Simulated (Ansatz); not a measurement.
Start from `OB[SiH3]` and change one element to get `[OH][AlH][SiH3]`.

Ansatz, PBE0-D4/def2-TZVP geometries, multiplicity 1. Each molecule was computed in one conformer, which needn't be the lowest.

| property | `OB[SiH3]` |
| --- | --- |
| HOMO–LUMO gap (PBE0/def2-TZVPP) / eV | 6.82 |
| LUMO energy (PBE0/def2-TZVPP) / eV | -1.07 |
| HOMO–LUMO gap (PBE/def2-TZVPP) / eV | 4.58 |
| zero-point energy (PBE0-D4/def2-TZVP) / kJ/mol | 136.1 |
| LUMO energy (B3LYP/def2-TZVPP) / eV | -1.28 |
| LUMO energy (PBE/def2-TZVPP) / eV | -2.05 |

**Question.** What does the change do to each property? (Best estimate.)

**Answer.** Computed: 
| property | `[OH][AlH][SiH3]` | shift |
| --- | --- | --- |
| HOMO–LUMO gap (PBE0/def2-TZVPP) / eV | 6.22 | -0.60 |
| LUMO energy (PBE0/def2-TZVPP) / eV | -1.39 | -0.32 |
| HOMO–LUMO gap (PBE/def2-TZVPP) / eV | 4.35 | -0.23 |
| zero-point energy (PBE0-D4/def2-TZVP) / kJ/mol | 117.3 | -18.8 |
| LUMO energy (B3LYP/def2-TZVPP) / eV | -1.57 | -0.29 |
| LUMO energy (PBE/def2-TZVPP) / eV | -2.14 | -0.09 |

With PBE0 the HOMO rises by 0.28 eV and the LUMO falls by 0.32 eV, so the gap narrows by about 0.60 eV. PBE moves the HOMO by 0.13 eV and ωB97M-V by 0.45 eV.

B3LYP here is the variant with VWN-RPA as its local correlation; programs differ in this.
